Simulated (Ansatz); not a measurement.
# Isomers of C2H4FO

2 of its isomers, all doublets with charge 0: A = `[O]CCF`; B = `[CH2]OCF`.

Shapes, held fixed at every level: PBE0-D4/def2-TZVP. Flexible molecules stand in one conformer, not always the lowest. Programs: Ansatz 0.2.0.

A:

```xyz
8

O    -1.1127    1.3819   -0.1006
C     0.0228    0.7039    0.2011
C     0.0211   -0.7646   -0.1509
F     0.1080   -0.9172   -1.5192
H     0.1962    0.8301    1.2882
H     0.8848    1.2157   -0.2645
H    -0.9069   -1.2348    0.1870
H     0.8790   -1.2721    0.3033
```

B:

```xyz
8

C    -0.1766    1.2915   -0.1354
O    -0.7471    0.1115    0.2167
C     0.1055   -0.9711    0.2595
F     0.4826   -1.3427   -1.0080
H     0.7288    1.2710   -0.7296
H    -0.8747    2.1134   -0.1798
H    -0.4474   -1.7968    0.7079
H     1.0210   -0.7341    0.8131
```

Electronic energies in kJ/mol, without zero-point or thermal terms.

```json
{"level": "PBE-D4/def2-TZVPP", "kind": "GGA", "B − A": "-20.5"}
{"level": "r2SCAN-D4/def2-TZVPP", "kind": "meta-GGA", "B − A": "-20.5"}
{"level": "r2SCAN0-D4/def2-TZVPP", "kind": "global hybrid", "B − A": "-15.9"}
{"level": "wB97M-V/def2-TZVPP", "kind": "range-separated hybrid", "B − A": "-17.8"}
{"level": "CCSD(T)/def2-SVP", "kind": "coupled cluster or CI", "B − A": "-21.2"}
{"level": "CCSD/def2-TZVPP", "kind": "coupled cluster or CI", "B − A": "-18.5"}
{"level": "CCSD(T)/CBS estimate", "kind": "coupled cluster or CI", "B − A": "-25.1"}
```

The highest level, CCSD(T)/CBS estimate, puts B lowest of these. All levels agree on that. The B − A difference spans -25.1 to -15.9 kJ/mol over the levels. Open shells run unrestricted. The CBS estimate extrapolates MP2 from def2-TZVPP and def2-QZVPP and adds CCSD(T) − MP2 in the triple-zeta set, cores frozen.
